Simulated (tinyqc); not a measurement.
Worked calculation (part 2 of 2): UKS/B3LYP (VWN-RPA form) in the sto-3g basis, for CH2, spin multiplicity 3. Computed by tinyqc, a small Python program that keeps every step (integrals from PySCF). Command: `OMP_NUM_THREADS=1 python tinyqc.py 22951 22952 out.jsonl` (the two numbers bound the seeds that draw the settings). One thread of a shared host (Intel(R) Xeon(R) Processor @ 2.60GHz), about 5 s of CPU time with the checks.

Geometry (angstrom):
```
atom        x         y        z
C     0.00000   0.00000  0.00000
H     0.00000   1.22100  0.92000
H     0.00000  -1.19500  0.90000
```

## Iteration 2: exchange-correlation on the grid

D(alpha) after iteration 1, lower triangle:
```
           1C 1s     1C 2s   1C 2px    1C 2py   1C 2pz     2H 1s    3H 1s
1C 1s    1.06026
1C 2s   -0.24473   1.00843
1C 2px   0.00000   0.00000  1.00000
1C 2py  -0.00110   0.00551  0.00000   0.28223
1C 2pz   0.06312  -0.28116  0.00000  -0.00330  0.44022
2H 1s   -0.00730  -0.02984  0.00000   0.26252  0.28287   0.45636
3H 1s   -0.00825  -0.02960  0.00000  -0.26216  0.27981  -0.03684  0.44559
```

D(beta) after iteration 1, lower triangle:
```
           1C 1s    1C 2s   1C 2px    1C 2py   1C 2pz     2H 1s    3H 1s
1C 1s    1.04134
1C 2s   -0.16708  0.69194
1C 2px   0.00000  0.00000  0.00000
1C 2py  -0.00124  0.00577  0.00000   0.27130
1C 2pz  -0.01668  0.06438  0.00000  -0.00380  0.00606
2H 1s   -0.06465  0.19927  0.00000   0.26078  0.01441   0.30519
3H 1s   -0.06375  0.19118  0.00000  -0.26060  0.02200  -0.19512  0.30657
```

Becke grid with 10 radial and 14 angular points per atom, points of zero weight dropped. rho = sum D_ij phi_i phi_j; V_xc,ij = sum w v_xc phi_i phi_j plus the gradient terms; v_xc is d(rho eps)/d rho(s) for spin s at fixed gradient. Exact exchange is left to K.

The 16 grid points with the largest w rho, of 418 (bohr, atomic units):
```
x                y         z        w  rho(alpha)  rho(beta)    eps_xc  v_xc(alpha)
-1.45529   0.00000   0.00000  1.38832     0.09263    0.01756  -0.36483     -0.45036
1.45529    0.00000   0.00000  1.38832     0.09263    0.01756  -0.36483     -0.45036
-0.84021   0.84021  -0.84021  1.56152     0.07535    0.02195  -0.34724     -0.42576
0.84021    0.84021  -0.84021  1.56152     0.07535    0.02195  -0.34724     -0.42576
-0.84021  -0.84021  -0.84021  1.56141     0.07462    0.02118  -0.34613     -0.42386
0.84021   -0.84021  -0.84021  1.56141     0.07462    0.02118  -0.34613     -0.42386
0.84021   -0.84021   0.84021  1.43727     0.06473    0.03754  -0.33536     -0.42333
-0.84021  -0.84021   0.84021  1.43727     0.06473    0.03754  -0.33536     -0.42333
-0.84021   0.84021   0.84021  1.45420     0.06385    0.03670  -0.33418     -0.42096
0.84021    0.84021   0.84021  1.45420     0.06385    0.03670  -0.33418     -0.42096
0.00000    1.45529   0.00000  1.29159     0.05366    0.04998  -0.33334     -0.40861
0.00000   -1.45529   0.00000  1.27769     0.05379    0.05019  -0.33334     -0.40920
0.00000    0.00000  -1.45529  1.38858     0.07409    0.01166  -0.34236     -0.41489
0.00000    0.00000   1.45529  1.35817     0.04520    0.02777  -0.30458     -0.37739
-0.81063   0.00000   0.00000  0.28543     0.25357    0.04786  -0.48118     -0.64371
0.81063    0.00000   0.00000  0.28543     0.25357    0.04786  -0.48118     -0.64371
```

electrons on the grid, sum of w rho = 8.01156

E_xc = sum of w rho eps_xc = -4.8646383 hartree

V_xc(alpha) (hartree), lower triangle:
```
           1C 1s     1C 2s    1C 2px    1C 2py    1C 2pz     2H 1s     3H 1s
1C 1s   -1.83676
1C 2s   -0.26996  -0.47677
1C 2px   0.00000   0.00000  -0.49089
1C 2py  -0.00004   0.00020   0.00000  -0.46846
1C 2pz   0.00195   0.00387   0.00000   0.00089  -0.46957
2H 1s   -0.02515  -0.10633   0.00000  -0.08990  -0.06711  -0.37325
3H 1s   -0.02702  -0.11257   0.00000   0.09460  -0.07069  -0.01872  -0.37434
```

V_xc(beta) (hartree), lower triangle:
```
           1C 1s     1C 2s    1C 2px    1C 2py    1C 2pz     2H 1s     3H 1s
1C 1s   -1.82302
1C 2s   -0.26041  -0.40878
1C 2px   0.00000   0.00000  -0.39060
1C 2py  -0.00006   0.00004   0.00000  -0.43787
1C 2pz  -0.00037  -0.02208   0.00000   0.00114  -0.39667
2H 1s   -0.02440  -0.09758   0.00000  -0.08564  -0.06401  -0.34809
3H 1s   -0.02622  -0.10339   0.00000   0.09029  -0.06761  -0.01731  -0.35098
```

## Iteration 2: building the Kohn-Sham matrix

core Hamiltonian H = T + V (hartree), lower triangle:
```
            1C 1s     1C 2s    1C 2px    1C 2py    1C 2pz     2H 1s     3H 1s
1C 1s   -18.46148
1C 2s    -4.45194  -5.41492
1C 2px    0.00000   0.00000  -4.32697
1C 2py    0.00031   0.00321   0.00000  -4.40430
1C 2pz   -0.01059  -0.12074   0.00000   0.00162  -4.37085
2H 1s    -0.41686  -1.21033   0.00000  -0.91607  -0.70838  -2.75500
3H 1s    -0.44808  -1.27826   0.00000   0.95968  -0.74142  -0.23165  -2.79922
```

nuclear repulsion = 4.4182155 hartree

Given earlier and not repeated: Two-electron integrals (ij|kl) in chemists' order.

J_ij = sum D_kl (ij|kl) with D = D(alpha) + D(beta), K_ij = sum D_kl (ik|jl) for each spin; F = H + J - 0.2 K(s) + V_xc; E = tr D H + tr D J / 2 - 0.1 sum_s tr D(s) K(s) + E_xc + E_nn.

Coulomb J (hartree), lower triangle:
```
           1C 1s     1C 2s   1C 2px    1C 2py   1C 2pz    2H 1s    3H 1s
1C 1s   11.10473
1C 2s    2.12284   4.86621
1C 2px   0.00000   0.00000  4.84322
1C 2py   0.00003  -0.00073  0.00000   4.89236
1C 2pz   0.00600   0.09563  0.00000  -0.00163  4.84628
2H 1s    0.19701   1.08440  0.00000   0.88740  0.68162  3.02047
3H 1s    0.21174   1.14536  0.00000  -0.93041  0.71448  0.20220  3.06053
```

exchange K(alpha) (hartree), lower triangle:
```
           1C 1s     1C 2s   1C 2px    1C 2py   1C 2pz    2H 1s    3H 1s
1C 1s    3.61961
1C 2s    0.63609   0.94985
1C 2px   0.00000   0.00000  0.85413
1C 2py  -0.00008   0.00003  0.00000   0.55815
1C 2pz   0.00232  -0.07392  0.00000  -0.00526  0.61532
2H 1s    0.06317   0.25940  0.00000   0.23627  0.19023  0.54501
3H 1s    0.06773   0.27195  0.00000  -0.24326  0.19513  0.04485  0.54826
```

exchange K(beta) (hartree), lower triangle:
```
           1C 1s     1C 2s   1C 2px    1C 2py   1C 2pz    2H 1s    3H 1s
1C 1s    3.57352
1C 2s    0.59388   0.65754
1C 2px   0.00000   0.00000  0.13780
1C 2py  -0.00010  -0.00007  0.00000   0.47455
1C 2pz   0.00015   0.10829  0.00000  -0.00541  0.16600
2H 1s    0.05458   0.24740  0.00000   0.22201  0.08562  0.41531
3H 1s    0.05884   0.25744  0.00000  -0.22907  0.09388  0.00204  0.42775
```

F(alpha) (hartree), lower triangle:
```
           1C 1s     1C 2s    1C 2px    1C 2py    1C 2pz     2H 1s     3H 1s
1C 1s   -9.91743
1C 2s   -2.72628  -1.21545
1C 2px   0.00000   0.00000  -0.14546
1C 2py   0.00031   0.00268   0.00000  -0.09203
1C 2pz  -0.00310  -0.00645   0.00000   0.00194  -0.11721
2H 1s   -0.25763  -0.28415   0.00000  -0.16582  -0.13191  -0.21678
3H 1s   -0.27690  -0.29986   0.00000   0.17253  -0.13664  -0.05714  -0.22269
```

F(beta) (hartree), lower triangle:
```
           1C 1s     1C 2s   1C 2px    1C 2py    1C 2pz     2H 1s     3H 1s
1C 1s   -9.89447
1C 2s   -2.70829  -1.08900
1C 2px   0.00000   0.00000  0.09809
1C 2py   0.00029   0.00254  0.00000  -0.04473
1C 2pz  -0.00498  -0.06885  0.00000   0.00221   0.04556
2H 1s   -0.25517  -0.27299  0.00000  -0.15871  -0.10788  -0.16569
3H 1s   -0.27433  -0.28778  0.00000   0.16539  -0.11332  -0.04716  -0.17522
```

total energy of this density = -38.4981471 hartree

## Iteration 2: DIIS over 2 matrices

error matrix X^T (FDS - SDF) X (alpha):
```
          1         2        3         4         5         6         7
1   0.00000   0.00440  0.00000  -0.00027   0.01136  -0.00763  -0.00804
2  -0.00440   0.00000  0.00000  -0.00070  -0.00950   0.00499   0.00403
3   0.00000   0.00000  0.00000   0.00000   0.00000   0.00000   0.00000
4   0.00027   0.00070  0.00000   0.00000  -0.00042   0.00365  -0.00299
5  -0.01136   0.00950  0.00000   0.00042   0.00000  -0.00518  -0.00534
6   0.00763  -0.00499  0.00000  -0.00365   0.00518   0.00000  -0.00002
7   0.00804  -0.00403  0.00000   0.00299   0.00534   0.00002   0.00000
```

B (overlaps of the stored error matrices):
```
                1               2
1   3.4196873e-01  -5.5626781e-03
2  -5.5626781e-03   6.0039204e-03
```

Minimise |sum c_i e_i|^2 with sum c_i = 1: solve [B -1; -1 0][c; lambda] = [0; -1] with B_ij = tr e_i^T e_j summed over both spins, and take F = sum c_i F_i.

DIIS coefficients: 0.03221  0.96779

extrapolated F(alpha) (hartree), lower triangle:
```
           1C 1s     1C 2s    1C 2px    1C 2py    1C 2pz     2H 1s     3H 1s
1C 1s   -9.92458
1C 2s   -2.72717  -1.21614
1C 2px   0.00000   0.00000  -0.14274
1C 2py   0.00030   0.00266   0.00000  -0.09230
1C 2pz  -0.00304  -0.00721   0.00000   0.00193  -0.11623
2H 1s   -0.25774  -0.28457   0.00000  -0.16554  -0.13159  -0.21683
3H 1s   -0.27702  -0.30031   0.00000   0.17225  -0.13633  -0.05737  -0.22278
```

extrapolated F(beta) (hartree), lower triangle:
```
           1C 1s     1C 2s   1C 2px    1C 2py    1C 2pz     2H 1s     3H 1s
1C 1s   -9.88254
1C 2s   -2.70677  -1.08950
1C 2px   0.00000   0.00000  0.09569
1C 2py   0.00028   0.00251  0.00000  -0.04365
1C 2pz  -0.00486  -0.06748  0.00000   0.00218   0.04411
2H 1s   -0.25506  -0.27262  0.00000  -0.15791  -0.10775  -0.16465
3H 1s   -0.27420  -0.28740  0.00000   0.16455  -0.11315  -0.04745  -0.17408
```

## Iteration 2: diagonalisation and new density

X, lower triangle:
```
           1C 1s     1C 2s   1C 2px    1C 2py    1C 2pz     2H 1s    3H 1s
1C 1s    1.02554
1C 2s   -0.13836   1.09569
1C 2px   0.00000   0.00000  1.00000
1C 2py   0.00033  -0.00306  0.00000   1.05277
1C 2pz  -0.00584   0.04582  0.00000  -0.00179   1.02938
2H 1s    0.01698  -0.15576  0.00000  -0.13674  -0.10083   1.07199
3H 1s    0.01774  -0.16540  0.00000   0.14367  -0.10609  -0.01004  1.07947
```

Diagonalise F' = X^T F X, C = X C', fill 5 alpha and 3 beta electrons from the bottom; D(s) = C_occ C_occ^T. Each column has its largest component positive (the first on a tie).

F' = X^T F X (alpha) (hartree), lower triangle:
```
          1         2         3         4         5         6         7
1  -9.70376
2  -1.45768  -0.65223
3   0.00000   0.00000  -0.14274
4   0.00084  -0.00092   0.00000  -0.00893
5  -0.02064   0.05132   0.00000  -0.00065  -0.06918
6   0.00213  -0.14792   0.00000  -0.15783  -0.11918  -0.10688
7  -0.00080  -0.15707   0.00000   0.16490  -0.12457  -0.01218  -0.10178
```

orbital energies (alpha) (hartree): MO1 -9.93284, MO2 -0.53489, MO3 -0.28247, MO4 -0.21704, MO5 -0.14274, MO6 0.14172, MO7 0.18275

coefficients C (alpha):
```
             MO1       MO2       MO3       MO4      MO5       MO6       MO7
1C 1s    0.99170  -0.24945  -0.00554   0.11242  0.00000  -0.11253   0.02217
1C 2s    0.03270   0.86143   0.02370  -0.48477  0.00000   0.53194  -0.10834
1C 2px   0.00000   0.00000   0.00000   0.00000  1.00000   0.00000   0.00000
1C 2py  -0.00015  -0.00710   0.52199   0.00582  0.00000   0.16389   0.92101
1C 2pz   0.00221   0.04807  -0.01319   0.68715  0.00000   0.76761  -0.13886
2H 1s   -0.00526   0.20371   0.49971   0.39778  0.00000  -0.72914  -0.47072
3H 1s   -0.00554   0.21719  -0.49950   0.37545  0.00000  -0.53002   0.71158
```

F' = X^T F X (beta) (hartree), lower triangle:
```
          1         2        3         4         5         6         7
1  -9.66287
2  -1.45904  -0.51736
3   0.00000   0.00000  0.09569
4   0.00085  -0.00121  0.00000   0.04205
5  -0.01456  -0.01173  0.00000  -0.00045   0.08636
6   0.00367  -0.15683  0.00000  -0.16210  -0.10602  -0.05471
7   0.00069  -0.16557  0.00000   0.16919  -0.11197  -0.00686  -0.05331
```

orbital energies (beta) (hartree): MO1 -9.89013, MO2 -0.44452, MO3 -0.24091, MO4 -0.03526, MO5 0.09569, MO6 0.21334, MO7 0.23764

coefficients C (beta):
```
             MO1       MO2       MO3       MO4      MO5       MO6       MO7
1C 1s    0.99210  -0.23001  -0.00635  -0.15759  0.00000  -0.09316   0.02831
1C 2s    0.03124   0.78395   0.02573   0.66023  0.00000   0.44937  -0.13913
1C 2px   0.00000   0.00000   0.00000   0.00000  1.00000   0.00000   0.00000
1C 2py  -0.00015  -0.00989   0.51837   0.00264  0.00000   0.24357   0.90528
1C 2pz   0.00252   0.13647  -0.00206  -0.57367  0.00000   0.82775  -0.22424
2H 1s   -0.00513   0.25401   0.50714  -0.43767  0.00000  -0.71938  -0.41458
3H 1s   -0.00539   0.27588  -0.49673  -0.42215  0.00000  -0.41703   0.74156
```

D(alpha) after iteration 2, lower triangle:
```
           1C 1s     1C 2s   1C 2px    1C 2py   1C 2pz     2H 1s    3H 1s
1C 1s    1.05837
1C 2s   -0.23708   0.97870
1C 2px   0.00000   0.00000  1.00000
1C 2py  -0.00062   0.00343  0.00000   0.27256
1C 2pz   0.06752  -0.29194  0.00000  -0.00323  0.47467
2H 1s   -0.01409  -0.00567  0.00000   0.26171  0.27653   0.44947
3H 1s   -0.01470  -0.00693  0.00000  -0.26009  0.27501  -0.05599  0.43766
```

D(beta) after iteration 2, lower triangle:
```
           1C 1s    1C 2s   1C 2px    1C 2py   1C 2pz     2H 1s    3H 1s
1C 1s    1.03721
1C 2s   -0.14949  0.61621
1C 2px   0.00000  0.00000  0.00000
1C 2py  -0.00116  0.00558  0.00000   0.26880
1C 2pz  -0.02888  0.10701  0.00000  -0.00242  0.01864
2H 1s   -0.06673  0.21201  0.00000   0.26038  0.03361   0.32174
3H 1s   -0.06565  0.20333  0.00000  -0.26021  0.03866  -0.18181  0.32288
```

## Iteration 11 (converged): orbitals

converged F(alpha) (hartree), lower triangle:
```
           1C 1s     1C 2s    1C 2px    1C 2py    1C 2pz     2H 1s     3H 1s
1C 1s   -9.92727
1C 2s   -2.72884  -1.21999
1C 2px   0.00000   0.00000  -0.15042
1C 2py   0.00022   0.00264   0.00000  -0.09894
1C 2pz  -0.00087   0.00830   0.00000   0.00200  -0.12828
2H 1s   -0.25777  -0.28341   0.00000  -0.16457  -0.12805  -0.20166
3H 1s   -0.27705  -0.29900   0.00000   0.17111  -0.13272  -0.05620  -0.20781
```

converged F(beta) (hartree), lower triangle:
```
           1C 1s     1C 2s   1C 2px    1C 2py    1C 2pz     2H 1s     3H 1s
1C 1s   -9.90263
1C 2s   -2.70962  -1.07906
1C 2px   0.00000   0.00000  0.10061
1C 2py   0.00017   0.00212  0.00000  -0.04201
1C 2pz  -0.00354  -0.07451  0.00000   0.00193   0.04821
2H 1s   -0.25542  -0.27349  0.00000  -0.15885  -0.11112  -0.17108
3H 1s   -0.27457  -0.28809  0.00000   0.16525  -0.11628  -0.04886  -0.18033
```

As before.

F' = X^T F X (alpha) (hartree), lower triangle:
```
          1         2         3         4         5         6         7
1  -9.70619
2  -1.45868  -0.65503
3   0.00000   0.00000  -0.15042
4   0.00075  -0.00089   0.00000  -0.01637
5  -0.02041   0.06682   0.00000  -0.00054  -0.08172
6   0.00233  -0.15009   0.00000  -0.15781  -0.11815  -0.09075
7  -0.00062  -0.15919   0.00000   0.16470  -0.12354  -0.01162  -0.08584
```

orbital energies (alpha) (hartree): MO1 -9.93558, MO2 -0.53415, MO3 -0.27654, MO4 -0.22559, MO5 -0.15042, MO6 0.15087, MO7 0.18509

coefficients C (alpha):
```
             MO1       MO2       MO3       MO4      MO5       MO6       MO7
1C 1s    0.99167  -0.25358  -0.00633   0.09713  0.00000   0.11658   0.02717
1C 2s    0.03281   0.87875   0.02733  -0.42581  0.00000  -0.54840  -0.13158
1C 2px   0.00000   0.00000   0.00000   0.00000  1.00000   0.00000   0.00000
1C 2py  -0.00014  -0.00693   0.54456   0.01367  0.00000  -0.19423   0.90176
1C 2pz   0.00194   0.01200  -0.02257   0.71530  0.00000  -0.73799  -0.16197
2H 1s   -0.00525   0.19085   0.48007   0.38940  0.00000   0.76051  -0.45359
3H 1s   -0.00552   0.20339  -0.48924   0.35659  0.00000   0.51310   0.74414
```

F' = X^T F X (beta) (hartree), lower triangle:
```
          1         2        3         4         5         6         7
1  -9.68304
2  -1.46078  -0.50484
3   0.00000   0.00000  0.10061
4   0.00079  -0.00163  0.00000   0.04416
5  -0.01231  -0.01811  0.00000  -0.00069   0.09128
6   0.00340  -0.15776  0.00000  -0.16260  -0.10827  -0.06072
7   0.00038  -0.16644  0.00000   0.16961  -0.11399  -0.00758  -0.05926
```

orbital energies (beta) (hartree): MO1 -9.91006, MO2 -0.44206, MO3 -0.24385, MO4 -0.02873, MO5 0.10061, MO6 0.21469, MO7 0.23760

coefficients C (beta):
```
             MO1       MO2       MO3       MO4      MO5       MO6       MO7
1C 1s    0.99220  -0.22526  -0.00596  -0.16512  0.00000  -0.09013   0.02992
1C 2s    0.03084   0.76514   0.02426   0.68838  0.00000   0.43687  -0.14733
1C 2px   0.00000   0.00000   0.00000   0.00000  1.00000   0.00000   0.00000
1C 2py  -0.00013  -0.00907   0.51154   0.00448  0.00000   0.26411   0.90341
1C 2pz   0.00237   0.15065  -0.00056  -0.55649  0.00000   0.83132  -0.24433
2H 1s   -0.00503   0.26646   0.51191  -0.43922  0.00000  -0.72057  -0.39682
3H 1s   -0.00529   0.28823  -0.50066  -0.42404  0.00000  -0.39481   0.74530
```

D(alpha) after iteration 11, lower triangle:
```
           1C 1s     1C 2s   1C 2px    1C 2py   1C 2pz     2H 1s    3H 1s
1C 1s    1.05719
1C 2s   -0.23183   0.95534
1C 2px   0.00000   0.00000  1.00000
1C 2py  -0.00050   0.00297  0.00000   0.29678
1C 2pz   0.06850  -0.29460  0.00000  -0.00260  0.51232
2H 1s   -0.01881   0.01485  0.00000   0.26543  0.26998   0.41855
3H 1s   -0.01932   0.01334  0.00000  -0.26296  0.26854  -0.05717  0.40791
```

D(beta) after iteration 11, lower triangle:
```
           1C 1s    1C 2s   1C 2px    1C 2py   1C 2pz     2H 1s    3H 1s
1C 1s    1.03524
1C 2s   -0.14190  0.58697
1C 2px   0.00000  0.00000  0.00000
1C 2py  -0.00114  0.00547  0.00000   0.26176
1C 2pz  -0.03158  0.11533  0.00000  -0.00165  0.02270
2H 1s   -0.06806  0.21614  0.00000   0.25945  0.03985   0.33308
3H 1s   -0.06719  0.20823  0.00000  -0.25872  0.04369  -0.17947  0.33376
```

## Convergence

Stop when the energy changes by less than 1e-09 hartree and every element of the error matrix X^T (F D S - S D F) X (for each spin) is below 9e-06.

Course of the cycle:
```
iteration  E (hartree)     change  largest element of the error matrix
1          -38.4663663          -                             2.42e-01
2          -38.4981471  -3.18e-02                             2.80e-02
3          -38.5026200  -4.47e-03                             6.88e-03
4          -38.5029898  -3.70e-04                             7.16e-03
5          -38.5032792  -2.89e-04                             1.56e-03
6          -38.5033189  -3.97e-05                             6.56e-04
7          -38.5033284  -9.51e-06                             1.02e-04
8          -38.5033285  -1.43e-07                             4.18e-05
9          -38.5033285  -1.56e-08                             1.40e-05
10         -38.5033286  -3.63e-09                             5.48e-06
11         -38.5033286  -6.78e-10                             8.82e-07
```

PySCF UKS in the same basis, fine grid, after a stability check = -38.5202149 hartree

Converged in 11 iterations. The coarse grid moves the energy by +1.69e-02 hartree.

## Populations, bond orders and dipole

overlap S, lower triangle:
```
          1C 1s    1C 2s   1C 2px    1C 2py   1C 2pz    2H 1s    3H 1s
1C 1s   1.00000
1C 2s   0.24836  1.00000
1C 2px  0.00000  0.00000  1.00000
1C 2py  0.00000  0.00000  0.00000   1.00000
1C 2pz  0.00000  0.00000  0.00000   0.00000  1.00000
2H 1s   0.02300  0.27400  0.00000   0.24129  0.18181  1.00000
3H 1s   0.02472  0.28746  0.00000  -0.25090  0.18896  0.05786  1.00000
```

Mulliken: Z minus the diagonal of D S on the atom; Loewdin: the same with S^(1/2) D S^(1/2); Mayer order: 2 sum_s sum (D(s) S)_ij (D(s) S)_ji over the two atoms.

Charges (e):
```
atom  Mulliken   Loewdin  Mulliken spin
1C    -0.03837  -0.01650        1.84826
2H     0.01779   0.00733        0.08181
3H     0.02058   0.00917        0.06994
```

Mayer bond orders:
```
pair    order
2-1   0.93890
3-1   0.94060
3-2   0.05409
```

dipole moment about the origin, x y z (debye): 0.00000  -0.02268  0.27361

<S^2> of the determinant (pure state: 2) = 2.00141
